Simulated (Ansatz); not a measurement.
# SiHCl (SMILES [SiH]Cl) at B2PLYP/cc-pVTZ

What is the energy change on altering one bond length of SiHCl at B2PLYP/cc-pVTZ? 

The results are computed with Ansatz 0.2.0.

59 further runs of the same task are left out: 59 set aside as unsound or not needed.

**1. The system as given**

SiHCl has 3 atoms, charge 0, and is taken as a singlet. As SMILES, `[SiH]Cl`. The coordinates come from a PBE0-D4/def2-TZVP relaxation.

Bond lengths: Si1–Cl2 2.077 Å, Si1–H3 1.529 Å. Angles: Cl2–Si1–H3 94.7°.

**2. The energy at B2PLYP/cc-pVTZ**

input.yaml

```yaml
crystal:
  periodic: [false, false, false]
  atoms:
    - symbol: Si
      position_ang: [-0.548300, 0.570970, -0.233910]
    - symbol: Cl
      position_ang: [1.275420, 0.352820, 0.736230]
    - symbol: H
      position_ang: [-0.727130, -0.923790, -0.502320]
basis:
  gaussian: {orbitals: cc-pVTZ}
hamiltonian: {xc: {name: B2PLYP}}
correlation: {frozen_orbitals: {Cl: 5, H: 0, Si: 5}}
accuracy: high
output: {orbitals: {seedname: orbitals}}
```

Started as:

```sh
$ ansatz run input.yaml --threads 1 --pin off --max-ram 3480MiB --events-out events.jsonl --progress --plain --runs-dir runs
```

Output:

```text
Warning: RAYON_NUM_THREADS=1 ignored (pool sized by the plan → 1); use --threads N
Functional definition: B2PLYP
  name "B2PLYP"
  parameter a = 0.53
  parameter c = 0.27
  exchange = (1 - a)*b88_x + a*exact_x
  correlation = (1 - c)*lyp_c + c*(mp2_os + mp2_ss)
1263 factors; integrals over basis functions are off by at most 3.9e-9 eV
mean field evaluation 1: about -20407.2435 eV, gradient 1.1e1 eV
mean field evaluation 2: about -20407.2456 eV, gradient 1.1e1 eV
mean field evaluation 4: about -20407.6450 eV, gradient 1.0e0 eV
mean field evaluation 8: about -20407.6493 eV, gradient 1.3e-2 eV
mean field evaluation 16: about -20407.6493 eV, gradient 1.8e-6 eV
mean field -20407.64931654 eV, -749.9672795813 hartree, gradient 1.8e-8 eV, S^2 0.000000; 0 other end points of the search recorded, 0 dependent functions left out
10 core orbitals not correlated: weight in the atoms' cores, before any rotation towards them, 1.000 or more for the frozen orbitals, at most 0.000 for the correlated occupied ones
reference -20407.64933516 eV, -749.9672802657 hartree; 6, 6 occupied and 66, 66 virtual orbitals, 1263 factors
second order -9.68855291 eV of doubles, -0.00000000 eV of singles
Total energy: -20410.26524445 eV, -750.0634131589 hartree
```

Wall time 5.1 s (1 thread of Arm Neoverse V1, shared host); peak memory 0.18 GiB.

**3. The distorted shape at the same level**

input.yaml

```yaml
crystal:
  periodic: [false, false, false]
  atoms:
    - {symbol: Si, position_ang: [-1.095375, 0.636410, -0.524930]}
    - {symbol: Cl, position_ang: [1.275420, 0.352820, 0.736230]}
    - {symbol: H, position_ang: [-1.274205, -0.858350, -0.793340]}
basis:
  gaussian:
    orbitals: cc-pVTZ
magnetization:
  spin_polarized: false
  initial_magnetization: 0
hamiltonian:
  xc: {name: B2PLYP}
correlation:
  frozen_orbitals: {Cl: 5, H: 0, Si: 5}
accuracy: high
output:
  orbitals: {seedname: orbitals}
```

Started as:

```sh
$ ansatz run input.yaml --threads 1 --pin off --max-ram 3480MiB --events-out events.jsonl --progress --plain --runs-dir runs
```

Output, cut to the lines that bear on the results:

```text
Warning: RAYON_NUM_THREADS=1 ignored (pool sized by the plan → 1); use --threads N
[... 2 set-up lines as earlier in the session ...]
[...]
1214 factors; integrals over basis functions are off by at most 4.1e-9 eV
[...]
mean field -20406.34636438 eV, -749.9193969726 hartree, gradient 4.0e-8 eV, S^2 0.000000; 0 other end points of the search recorded, 0 dependent functions left out
10 core orbitals not correlated: weight in the atoms' cores, before any rotation towards them, 1.000 or more for the frozen orbitals, at most 0.000 for the correlated occupied ones
reference -20406.34638414 eV, -749.9193976987 hartree; 6, 6 occupied and 66, 66 virtual orbitals, 1214 factors
second order -9.73573857 eV of doubles, -0.00000000 eV of singles
Total energy: -20408.97503355 eV, -750.0159987828 hartree
```

Run time: 5.1 s. Hardware: 1 thread of Arm Neoverse V1, shared host; peak memory 0.17 GiB.

**4. Outcome**

Level: B2PLYP/cc-pVTZ, 10 core orbitals frozen.

```
                                                           quantity          value
                                          first shape: total energy  -750.06341 Eh
                     first shape: HOMO energy (SCF part's orbitals)       -7.93 eV
                     first shape: LUMO energy (SCF part's orbitals)       -1.73 eV
                   first shape: HOMO–LUMO gap (SCF part's orbitals)        6.19 eV
                                      distorted shape: total energy  -750.01600 Eh
                 distorted shape: HOMO energy (SCF part's orbitals)       -8.74 eV
                 distorted shape: LUMO energy (SCF part's orbitals)       -2.86 eV
               distorted shape: HOMO–LUMO gap (SCF part's orbitals)        5.88 eV
energy change with the Si1–Cl2 bond stretched from 2.077 to 2.700 Å       1.290 eV
```

**Reading.** With the Si1–Cl2 bond stretched from 2.077 to 2.700 Å the energy rises by 1.29 eV (30 kcal/mol). The first shape isn't relaxed at this level, so the change isn't measured from a minimum.
